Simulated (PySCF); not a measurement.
Gas-phase reaction: 3 BCl2NH2 + 3 H2BNH2 = 4 BH3 + 2 N2 + 2 BCl3.NH3

Energies from PySCF, thermal terms from the rigid-rotor harmonic-oscillator model, ideal gas at 1 bar. † marks an energy on the PBE0/def2-TZVP geometry and frequencies. CCSD(T) freezes the core. All species are closed-shell singlets. Adducts (BCl3.NH3) have no counterpoise correction, and HF, PBE, BLYP, B3LYP and PBE0 lack dispersion. BCl2NH2, H2BNH2, BCl3.NH3: computed as isolated molecules; such fragments, hydroxides, amides, oligomers or adducts are transient or little studied in the gas. CCSD(T) isn't extrapolated to the basis-set limit.

CCSD(T)/def2-TZVPP† gives ΔH°(298 K) = 758 kJ.

### Question
What do LDA/def2-TZVP†, ωB97M-V/def2-TZVP†, M06-2X/def2-TZVP† give?

### Answer
LDA/def2-TZVP†: 1067 kJ; ωB97M-V/def2-TZVP†: 812 kJ; M06-2X/def2-TZVP†: 807 kJ. For scale, ΔH°(298 K) is 758 kJ at this level, 812 kJ at ωB97M-V/def2-TZVP†, and runs from 624 to 1067 kJ over the 20 levels computed.
